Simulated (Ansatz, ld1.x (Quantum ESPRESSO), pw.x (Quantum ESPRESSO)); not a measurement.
## Rb: one change to the TM potential, in the atom and in the bcc crystal

* Element: rubidium
* Generator: ld1.x (Quantum ESPRESSO) 7.5
* Type: norm-conserving Troullier–Martins (Kleinman–Bylander form)
* Functional: PBEsol
* Relativity: scalar-relativistic
* Frozen core: [Kr]
* Valence charge: 1
* Reference configuration: 4d1 5s0 5p0
* Partial waves: 5s (bound, empty): rc 3.90 bohr; 5p (bound, empty): rc 4.20 bohr; 4d (bound): rc 4.20 bohr
* Local potential: all-electron potential smoothed inside 3.60 bohr (lloc = -1)
* Core correction: a·sin(br)/r model core, default radius (core density twice the valence density)

Change: core correction none.

Cutoffs, loose and tight: the cutoffs (Ry, on a coarse ladder) from which the occupation-weighted sum of valence levels, in a spherical-Bessel basis at the reference potential, stays within 10 and 1 mRy of its value at 400 Ry. They do not see the model core or the augmentation charge, which bear on the density cutoff. Test errors are all-electron minus pseudo excitation energies from the reference, over the configurations 4d0 5s1 5p0; 4d0 5s0.5 5p0; 4d0 5s0 5p1; 4d0.5 5s0.5 5p0; variants that change the core or the reference have their own tests.

Crystal test: bcc Rb in pw.x 7.5, no spin, 8³ k-points, Fermi–Dirac smearing 0.01 Ry, cutoffs set for each file from its atomic test. The reference is all-electron LAPW (Ansatz 0.2.0) with the same functional, mesh and smearing; V0 and B0 come from Birch–Murnaghan fits to the pressures at five volumes. Errors are pseudo minus all-electron; Δ is the rms difference of the E(V) curves that follow from these fits, minima aligned, over ±6 % about the mean V0. Mesh and smearing are coarse, so the numbers serve the comparison and aren't converged zero-temperature values; the lattice is a test structure that the element need not adopt.

All-electron: a0 = 5.579 Å (V0 = 86.80 Å³/atom), B0 = 2.9 GPa.

Q: Does the change bring the crystal closer to the all-electron result?

A: The mean pressure error goes from -0.08 to -0.03 GPa, so the change moves the solid closer to the all-electron pressures. The B0 error goes the other way, from +11.6 to -11.7 %.

```
                       quantity       base    changed
                 outcome (atom)  generated  generated
           cutoff, loose (atom)       6 Ry       6 Ry
           cutoff, tight (atom)       8 Ry       8 Ry
            bound ghosts (atom)       none       none
largest test error (meV) (atom)        +15        +53
           cutoffs in pw.x (Ry)     50/200     35/140
                         a0 (Å)      5.532      5.556
                   a0 error (%)      -0.83      -0.40
                   B0 error (%)      +11.6      -11.7
                   Δ (meV/atom)        1.4        0.7
      mean pressure error (GPa)      -0.08      -0.03
```

Base: This is a poor potential for the solid. The logarithmic derivative shows an extra or strongly shifted pseudo pole above the reference energy (s near 0.70 Ry, p near 1.71 Ry). Changed file: This is a poor potential for the solid. The logarithmic derivative shows an extra or strongly shifted pseudo pole above the reference energy (s near 0.70 Ry, p near 1.71 Ry). The atomic cutoffs weigh occupied waves only.
